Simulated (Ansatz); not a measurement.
Job for Ansatz (a first-principles code): R-B2PLYP/def2-TZVPPD on CH5N (SMILES CN) with ghost functions. Files ending in .json are basis or fitting sets from the Basis Set Exchange.

Ansatz 0.2 input:
```yaml
crystal:
  periodic: [false, false, false]
  atoms:
    - {symbol: N, position_ang: [1.62014314, -0.71241674, -0.47750517]}
    - {symbol: H, position_ang: [1.91641214, -0.43787874, -1.40549117]}
    - {symbol: H, position_ang: [2.24369314, -1.46010674, -0.20231017]}
    - {symbol: C, position_ang: [1.78037314, 0.42279426, 0.43616983]}
    - {symbol: H, position_ang: [1.51018314, 0.10809826, 1.44182283]}
    - {symbol: H, position_ang: [2.78778314, 0.84457026, 0.47314183]}
    - {symbol: H, position_ang: [1.08783314, 1.20856926, 0.14351283]}
basis:
  gaussian:
    orbitals: def2-TZVPPD.json
    ghost_atoms:
      - {symbol: N, position_ang: [-1.44910786, 0.21892526, -0.63289417]}
      - {symbol: H, position_ang: [-0.62051286, -0.36592774, -0.68323617]}
      - {symbol: H, position_ang: [-2.11093586, -0.17073374, -1.29113017]}
      - {symbol: C, position_ang: [-2.00912586, 0.13940826, 0.71448483]}
      - {symbol: H, position_ang: [-2.90320486, 0.75725426, 0.77570483]}
      - {symbol: H, position_ang: [-2.27321286, -0.86783474, 1.05198983]}
      - {symbol: H, position_ang: [-1.29074286, 0.54668426, 1.42362483]}
hamiltonian:
  xc: {name: B2PLYP}
magnetization: {spin_polarized: false}
correlation: {electrons: outside_noble_gas}
scf: {lower_state_search: off}
```

Program output:

```
WARN ansatz: RAYON_NUM_THREADS=2 ignored (pool sized by the plan → 2); use --threads N
Functional definition: B2PLYP
these checks for a lower state are left out or cut short: stability, starts, cluster_reference, orbital_swaps, neighbouring_geometries, increment
integrals: 1.10 GiB planned
1811 factors; integrals over basis functions are off by at most 1.0e-3 eV
mean field: 1.91 GiB planned
mean field evaluation 1: about -2599.4636 eV, gradient 4.5e1 eV
mean field evaluation 2: about -2599.4622 eV, gradient 4.5e1 eV
mean field evaluation 4: about -2603.5875 eV, gradient 3.4e0 eV
mean field evaluation 8: about -2603.6113 eV, gradient 2.8e-2 eV
mean field evaluation 16: about -2603.6113 eV, gradient 7.6e-6 eV
mean field -2603.61131319 eV, -95.6809509685 hartree, gradient 7.6e-6 eV, S^2 0.000000; 0 other end points of the search recorded, 0 dependent functions left out
2 core orbitals not correlated
reference -2603.61145487 eV, -95.6809561751 hartree; 7, 7 occupied and 309, 309 virtual orbitals, 1811 factors
second order -13.26589621 eV of doubles, -0.00000000 eV of singles
Total energy: -2607.19324684 eV, -95.8125846024 hartree
Checks for a lower state left out: stability, starts, cluster_reference, orbital_swaps, neighbouring_geometries, increment
```

The calculation finished and met its thresholds.

Cost: roughly 14 core-seconds.
